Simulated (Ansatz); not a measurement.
C₃H₃NS, SMILES `N=C1C=CS1`. Total charge 0; spin multiplicity 1. All single points use the PBE0-D4/def2-TZVP geometry. It is one conformer, not always the lowest.

```xyz
8

N    -0.505   -1.886    0.024
C    -0.149   -0.698    0.135
C    -0.115    0.443   -0.785
C     0.386    1.343    0.071
S     0.546    0.333    1.519
H    -0.395   -2.425    0.880
H    -0.411    0.502   -1.823
H     0.643    2.389   -0.019
```

Problem. What is the dipole moment at r2SCAN/def2-TZVPP? (Estimate.)

Solution. Computed: 1.25 D, with components (0.31, 1.21, -0.07) D in this frame, pointing from negative to positive charge.

Problem. And with PBE, B3LYP, ωB97M-V? (Best estimate.)

Solution. Computed: PBE 1.16 D, B3LYP 1.34 D, ωB97M-V 1.41 D.

Problem. Give the Mulliken charges with r2SCAN, PBE, ωB97M-V in def2-TZVPP. (An estimate is asked.)

Solution. Computed: 
```tsv
atom	r2SCAN	PBE	ωB97M-V
N1	-0.24	-0.15	-0.19
C2	0.16	0.02	0.04
C3	-0.23	-0.17	-0.14
C4	0.04	-0.01	-0.08
S5	-0.12	-0.11	-0.04
H6	0.17	0.18	0.14
H7	0.10	0.12	0.13
H8	0.11	0.12	0.13
```

B3LYP here is the variant with VWN-RPA as its local correlation; programs differ in this.
